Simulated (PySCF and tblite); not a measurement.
C₄H₆O, numbered as in [CH:1]1=[CH:2][CH2:3][O:4][CH2:5]1.

Level: PBE0-D3(BJ)/def2-TZVP//PBE0-D3(BJ)/def2-SVP, thermal terms from GFN2-xTB, symmetry numbers and mirror pairs counted. Conformers within 3 kcal/mol (GFN2-xTB free energy) were kept, 8 at most. GIAO shieldings: B3LYP/pcSseg-2. Shifts are against TMS (¹H), TMS (¹³C) at the same level. (PySCF 2.14, tblite 0.8.)

The 5-ring runs over atoms 1–2–3–4–5.

```tsv
conformer	shape	weight %	dipole D
1	5-ring flat	100.0	1.55
```

Problem. How does the computed dipole moment compare with the measured one in the gas phase?

Solution. Computed: 1.55 D in the leading conformer, 1.55 D as root mean square over the ensemble. Measured: 1.32 D (NIST CCCBDB Release 22 (SRD 101), experimental dipoles).
